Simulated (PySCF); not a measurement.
Methylenecyclopropene, C₄H₄.
Bonds: C1–C2 (double), C2–C3, C3–C4 (double), C2–C4. Hydrogens: H5, H6 on C1; H7 on C3; H8 on C4.

Probes without a nucleus sit at each ring's centroid and 1 Å off its mean plane on both sides; NICS is minus the shielding there, NICSzz its component along the normal. Level: GIAO PBE0/pcSseg-1 (PySCF, non-relativistic, gas phase) on the GFN2-xTB geometry, one conformer.

Ring bond lengths (Å), with Mayer bond orders in brackets: C2–C3 1.450 (0.89), C3–C4 1.324 (1.64), C4–C2 1.450 (0.89).

Problem. What do the NICS probes read (ppm)?

Solution. 
```json
{"ring": "C2–C3–C4", "type": "3-membered carbocycle; formal bonds 1 double, 2 single", "NICS(0)": "-22.6", "NICS(1), two faces": "-7.9 / -7.9", "NICS(1)zz, two faces": "-12.3 / -12.4", "rms pucker (Å)": "0.00", "centre to ring atoms, mean (Å)": "0.81"}
```

Problem. What can be read from them?

Solution. 
- C2–C3–C4: mean NICS(1)zz -12.3 ppm, shielded. NICS(0) lies 15 ppm below the mean NICS(1).

Problem. What does the geometric index give? Use HOMA with the parameters of Krygowski (1993).

Solution. 
- C2–C3–C4: HOMA -0.01 = 1 − EN − GEO, with mean bond length 1.408 Å, EN = α(Ropt − mean)² = 0.102 and GEO = α × variance = 0.910.

Problem. How shielded are the nuclei of the rings and their hydrogens (means over atoms taken as equivalent)?

Solution. 
```tsv
atoms	environment	σ isotropic (ppm)	principal values of the symmetric part, first atom (ppm)
C2	fully substituted alkene carbon	64.4	-57.3, 35.3, 215.2
C3 (×2)	alkene CH carbon	42.9	-72.6, 9.6, 191.8
H7 (×2)	vinylic hydrogen	23.48	21.0, 24.2, 25.3
```
